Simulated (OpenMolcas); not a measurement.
## SiN2H6: a line through the functionals

The species is SiN2H6 (9 atoms), meant as a singlet with charge 0. As SMILES, `NN[SiH3]`. The coordinates come from a PBE0-D4/def2-TZVP relaxation. This is one conformer, not always the lowest.

The vertical energy of the triplet above the singlet y, in eV, basis 6-311+G(d,p); a is the functional's share of exact exchange. Programs: OpenMolcas 26.06.

| functional | program | a | y (eV) |
| --- | --- | --- | --- |
| BLYP | OpenMolcas | 0 | 5.16 |
| revPBE | OpenMolcas | 0 | 5.16 |
| B3LYP | OpenMolcas | 0.2 | 5.41 |
| PBE0 | OpenMolcas | 0.25 | ? |
| BHLYP | OpenMolcas | 0.5 | 5.58 |

**Question.** Fit y = c + s·a to the known rows and predict PBE0.

**Answer.** 
1. Means of the 4 rows: a = 0.1750, y = 5.328.
2. Σ(Δa)² = 0.1675, Σ(Δa·Δy) = 0.14275, so the slope is 0.14275/0.1675 = 0.85224.
3. Intercept: 5.328 − (0.85224) × 0.1750 = 5.179. The largest residual of the fit is 0.061.
4. PBE0: 5.179 + (0.85224) × 0.25 = 5.39 eV.

The run gave 5.39 eV, so the prediction is off by 0.00 eV: they agree to the digits shown.
